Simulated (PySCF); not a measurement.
Species: cyclopropyl isocyanate, C₄H₅NO.
Cartesian coordinates in Å at the PBE0-D3(BJ)/def2-SVP level; atoms count from 1:
```
atom  x, y, z in Å
O1     3.1466   -0.7977   -0.8480
C2     2.2139   -0.5148   -0.1958
N3     1.3260   -0.2292    0.5525
C4    -0.0246    0.1021    0.7294
C5    -0.7658    0.8997   -0.3053
C6    -1.0970   -0.5498   -0.0962
H7    -0.2678    0.3063    1.7758
H8    -1.4680    1.6625    0.0406
H9    -0.2150    1.1668   -1.2110
H10   -0.7730   -1.2596   -0.8617
H11   -2.0334   -0.8147    0.4013
```

Jobs on this species (11 atoms, 44 electrons) with PySCF (density fitting). Hardware of each: an Arm Neoverse V2 with one thread (shared host). Times come from a shared host and carry two figures at best. Peak memory is the resident size of the whole Python process, interpreter and libraries included.

Question: Rank these jobs by wall time, shortest first.
A. PBE0/pcSseg-1; shieldings, ring-centre shieldings, charges and field gradients, density and orbital grids written; 127 basis functions
B. B3LYP/pcJ-1; spin–spin couplings from 10 perturbed nuclei, spin–dipole term for 1 of them; 212 basis functions
C. KT3/pcSseg-2; shieldings, ring-centre shieldings; 286 basis functions

Answer: A (12 s), B (24 s), C (42 s).

All jobs:

| level and settings | work | basis functions | SCF cycles | wall time | peak memory |
| --- | --- | --- | --- | --- | --- |
| PBE0/pcSseg-1 | shieldings, ring-centre shieldings, charges and field gradients, density and orbital grids written | 127 | 14 | 12 s | 0.71 GiB |
| B3LYP/pcJ-1 | spin–spin couplings from 10 perturbed nuclei, spin–dipole term for 1 of them | 212 | 15 | 24 s | 0.91 GiB |
| PBE0-D3(BJ)/def2-SVP, grid level 1 | geometry optimisation from a GFN2-xTB start shaken at random | 109 | 56 | 30 s | 0.44 GiB |
| KT3/pcSseg-2 | shieldings, ring-centre shieldings | 286 | 16 | 42 s | 0.95 GiB |
| wB97X-D/def2-SVPD | 10 singlets by full TDDFT, 4 Tamm–Dancoff triplets, polarisability, ΔSCF ions, density and orbital grids written | 163 | 14 | 59 s | 0.82 GiB |

What do all jobs in the table cost together?

About 2.8 min; the longest takes about 35 % of that, and about 4.9 times as long as the shortest.
